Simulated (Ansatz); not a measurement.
Geometry optimisation, Ansatz 0.2.0, RKS PBE/def2-TZVP.

Input file:

```yaml
crystal:
  periodic: [false, false, false]
  atoms:
    - { symbol: B, position_ang: [0.0, 0.0, 0.0] }
    - { symbol: F, position_ang: [0.0, 0.0, 1.67] }
    - { symbol: H, position_ang: [1.0305, 0.0, -0.595] }
    - { symbol: H, position_ang: [-1.0305, 0.0, -0.595] }
    - { symbol: "N", position_ang: [0.0773, -1.7539, 0.5833] }
    - { symbol: H, position_ang: [-0.441, -2.5119, 0.0539] }
    - { symbol: H, position_ang: [0.64, -2.0009, 1.4471] }
    - { symbol: H, position_ang: [0.0473, -1.0728, 1.5337] }
basis:
  gaussian: { orbitals: def2-TZVP }
hamiltonian:
  xc: pbe
relax:
  f_tol: 0.15
  max_steps: 25
  restrain:
    - { distance: [0, 4], at: 1.55, k: 30.0 }
    - { distance: [7, 1], at: 0.92, k: 30.0 }
    - { distance: [0, 1], at: 2.52, k: 30.0 }
    - { distance: [7, 4], at: 2.26, k: 30.0 }
output:
  orbitals: {}
```

Command:

```bash
$ ansatz run input.yaml --threads 4 --pin off --max-ram 5120MiB --backend cpu --events-out ev --progress --plain --runs-dir out
```

Task: Where does it end, and by what steps?

Result: The run converged. The restraints hold the end off the free minimum; the threshold counts their pulls, which the force column leaves out. Restrained pairs: B1–N5 (1.85 → 1.48 Å), F2–H8 (1.08 → 0.93 Å), B1–F2 (1.67 → 2.53 Å), N5–H8 (1.17 → 2.25 Å). After 9 steps the energy has fallen by 3.482 eV (the restraints' own energy left out); H7 moved furthest, 1.11 Å.

```csv
step,energy less start (eV),largest force component (eV/Å),accepted
0,0.0000,5.547,yes
1,-0.9798,4.749,yes
2,-1.5655,4.386,yes
3,-2.3280,2.513,yes
4,-2.8694,1.784,yes
5,-3.1800,2.111,yes
6,-3.3192,2.295,yes
7,-3.4013,2.070,yes
8,-3.4679,2.168,yes
9,-3.4817,2.122,yes
```

```xyz
8
Properties=species:S:1:pos:R:3
B 0.099 -0.505 -0.223
F -0.274 0.419 2.102
H 1.141 0.079 -0.315
H -0.961 -0.067 -0.567
N 0.139 -1.894 0.281
H -0.682 -2.491 0.313
H 1.010 -2.377 0.474
H -0.148 -0.503 2.031
```

Time of the run: 7 s on 4 threads of Arm Neoverse V2 (shared host), peak memory 0.17 GiB.
